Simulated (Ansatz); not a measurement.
**B2Cl (quartet): from Hartree-Fock to the top rungs, def2-QZVPP**

One table from this session's results is given with a row withheld; the runs are named, their logs left out.

Computed with Ansatz 0.2.0, Gaussian basis. Level: def2-QZVPP, core rule «outside noble gas», up to 7 orbitals frozen.

The runs, in order: UHF; ROHF; CCSD(T) on UHF.

### The geometry

The geometry is a PBE0/def2-TZVP stationary point (not a proven minimum).

3 atoms, charge 0, spin multiplicity 4.

Atoms are counted from 1 here; the program's logs count them from 0.

Bond lengths: B1–B2 1.516 Å, B2–Cl3 1.683 Å. Angles: B1–B2–Cl3 180.0°.

Coordinates:

```xyz
3
B2Cl
B     0.0000    0.0000   -1.5720
B     0.0000    0.0000   -0.0556
Cl    0.0000    0.0000    1.6276
```

The first run:

Input file in.yaml:

```yaml
crystal:
  periodic: [false, false, false]
  atoms:
    - {symbol: B, position_ang: [0.000000, 0.000000, -1.572000]}
    - {symbol: B, position_ang: [0.000000, 0.000000, -0.055600]}
    - {symbol: Cl, position_ang: [0.000000, 0.000000, 1.627600]}
basis:
  gaussian: {orbitals: "def2-QZVPP.json"}
magnetization: {spin_polarized: true, initial_magnetization: 3}
hamiltonian: {xc: hf}
output: {orbitals: {seedname: orbitals}}
```

Command:

```sh
$ ansatz run in.yaml --threads 1 --pin off --events-out ev --progress --plain --max-ram 2393MiB
```

Among the steps run: UHF; ROHF; CCSD(T) on UHF.

One of the session's tables, all rows but one given; the rest of the session is left out.

| method | from UCCSD(T) (kJ/mol) |
| --- | --- |
| ROHF | +1006.8 |
| UHF | +1002.4 |
| UMP2 | +123.0 |
| UCCSD | ? |
| UCCSD(T) | 0 |

Q: Estimate the row for UCCSD from the others.

As computed: from UCCSD(T) (kJ/mol): +48.8. In the column «from UCCSD(T) (kJ/mol)» it lies between UCCSD(T) (0) and UMP2 (+123.0).
